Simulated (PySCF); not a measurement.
# Cluster of hydrogen sulfide and carbon monoxide (CH2OS)

The system is a cluster of hydrogen sulfide and carbon monoxide, neutral, singlet.

| part | name | SMILES | atoms | charge | multiplicity |
| --- | --- | --- | --- | --- | --- |
| 1 | hydrogen sulfide | S | 1–3 | 0 | 1 |
| 2 | carbon monoxide | [C-]#[O+] | 4–5 | 0 | 1 |

```xyz
5

S    -0.155    0.759    0.145
H    -1.010   -0.222   -0.181
H     0.906    0.033   -0.241
C     2.032   -2.391    0.688
O     1.891   -3.148    1.505
```
(Å; atoms numbered from 1)

In these coordinates H3···C4 is 2.829 Å. Part 2 is then moved rigidly along that line, all else held; at short range other atoms may come into contact.

The starting structure comes from a short search with a few starts; no frequency run checks that it is a minimum, and another way of binding may lie lower.

These are computed values: CCSD(T)/aug-cc-pVDZ and MP2/aug-cc-pVTZ, aug-cc-pVQZ counterpoise interaction energy, frozen core, gas phase (PySCF). Geometry: PBE0-D3(BJ)/def2-TZVPD.

Counterpoise energies in eV, cluster less the parts frozen as they stand in it; small is aug-cc-pVDZ, large aug-cc-pVQZ. Estimated limit: HF in aug-cc-pVQZ, MP2 correlation extrapolated as X⁻³ from aug-cc-pVTZ and aug-cc-pVQZ, and CCSD(T) less MP2 in aug-cc-pVDZ; it isn't the exact limit.

Results

```json
{"H3···C4 (Å)": "2.546", "HF large": "0.056", "MP2 large": "-0.026", "SCS-MP2 large": "-0.009", "CCSD(T) small": "-0.004", "CCSD(T) limit est.": "-0.021"}
{"H3···C4 (Å)": "2.688", "HF large": "0.032", "MP2 large": "-0.034", "SCS-MP2 large": "-0.021", "CCSD(T) small": "-0.018", "CCSD(T) limit est.": "-0.030"}
{"H3···C4 (Å)": "2.829", "HF large": "0.016", "MP2 large": "-0.037", "SCS-MP2 large": "-0.026", "CCSD(T) small": "-0.024", "CCSD(T) limit est.": "-0.033"}
{"H3···C4 (Å)": "2.970", "HF large": "0.007", "MP2 large": "-0.036", "SCS-MP2 large": "-0.027", "CCSD(T) small": "-0.027", "CCSD(T) limit est.": "-0.032"}
{"H3···C4 (Å)": "3.112", "HF large": "0.002", "MP2 large": "-0.033", "SCS-MP2 large": "-0.026", "CCSD(T) small": "-0.026", "CCSD(T) limit est.": "-0.030"}
{"H3···C4 (Å)": "3.536", "HF large": "-0.004", "MP2 large": "-0.023", "SCS-MP2 large": "-0.020", "CCSD(T) small": "-0.020", "CCSD(T) limit est.": "-0.021"}
{"H3···C4 (Å)": "4.244", "HF large": "-0.003", "MP2 large": "-0.012", "SCS-MP2 large": "-0.010", "CCSD(T) small": "-0.010", "CCSD(T) limit est.": "-0.010"}
{"H3···C4 (Å)": "5.658", "HF large": "-0.001", "MP2 large": "-0.004", "SCS-MP2 large": "-0.003", "CCSD(T) small": "-0.003", "CCSD(T) limit est.": "-0.003"}
```

The 8 runs took 7.4 min in all, one thread each of Arm Neoverse V1 on a shared host, launched as `OMP_NUM_THREADS=1 python cluster_run.py task.json out`.
